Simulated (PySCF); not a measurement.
## Relaxation of doublet [CH2]+

All numbers come from UPBE0/[C def2-TZVP, H def2-TZVP], no relativity, density fitting, PySCF. A (50,194) grid was used.

A hand-made linear start, of D∞h symmetry, held to at least that symmetry:

```xyz
3
charge 1 multiplicity 2, angstrom
C     0.0000    0.0000    0.0000
H     0.0000    0.0000    1.0486
H     0.0000    0.0000   -1.0486
```

(1) What does it relax to?

(2) How much energy is released, and in how many steps?

Answers

(1) It ends at D∞h with C–H 1.093 Å (×2); H–C–H 180.0°. A frequency run shows 1 imaginary mode, down to 848i cm⁻¹, so it is a saddle point.

(2) 7.1 kJ/mol in 2 steps.

The relaxation took 0.8 s on 2 threads of a shared Arm Neoverse V2 host, with 43 basis functions and 3 gradients; the process peaked at 0.33 GiB.
